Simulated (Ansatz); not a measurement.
Pulling the pair apart

The pair of N2 (SMILES N#N, atoms 1–2) and SiH4 (SMILES [SiH4], atoms 3–7), both closed shells, in one local arrangement (a lower one may exist), relaxed at PBE0-D4/def2-TZVP:

```xyz
7
angstrom
N 0.1841 -0.0926 -3.4925
N 0.1783 -0.1152 -2.4034
Si -0.0722 0.0413 1.1769
H 0.7657 -1.1290 0.8141
H 0.5594 1.2840 0.6666
H -0.1912 0.1218 2.6554
H -1.4241 -0.1103 0.5829
```

SiH4 is shifted rigidly along the line between the mean atom positions of the two fragments (negative: closer). Counterpoise interaction energies in kcal/mol. Computed with Ansatz 0.2.0 (basis: def2-TZVPPD); correlated methods freeze the cores.

| shift (Å) | r2SCAN-D4 | PBE-D4 | PBE0-D4 |
| --- | --- | --- | --- |
| -0.36 | -0.03 | -0.27 | -0.23 |
| -0.18 | -0.31 | -0.53 | -0.48 |
| 0.00 | -0.40 | -0.60 | -0.55 |
| 0.18 | -0.39 | -0.57 | -0.52 |
| 0.43 | -0.33 | -0.46 | -0.42 |
| 0.90 | -0.20 | -0.22 | -0.21 |
| 1.80 | -0.05 | 0.03 | 0.01 |
| 3.59 | 0.02 | 0.13 | 0.10 |

At the largest shift the D4 term itself is slightly repulsive (r2SCAN-D4 +1.0 meV, PBE-D4 +5.9 meV, PBE0-D4 +4.7 meV): a quirk of that model, not of the functional.

(1) What does CCSD(T) give at these shifts? (An estimate is asked for; the value comes from the calculation.)

The T1 diagnostic stays at or below 0.013.

Answers

(1) The calculation gives: -0.17, -0.46, -0.55, -0.53, -0.45, -0.27, -0.10, -0.02 kcal/mol. For zero shift, CCSD(T) at an estimated basis limit (MP2 extrapolated from triple and quadruple zeta, plus CCSD(T) − MP2 in triple zeta) gives -0.62 kcal/mol. These are counterpoise interaction energies, counted from the two frozen fragments.

For scale, one of the runs: CCSD(T)/def2-TZVPPD, 190 basis functions, launched by `ansatz run in.yaml --threads 2 --pin off --events-out ev --progress --plain --max-ram 5222MiB`. Hardware: 2 CPU threads of an Arm Neoverse V2, shared host. Wall time 33 s; peak host memory 2 GiB.
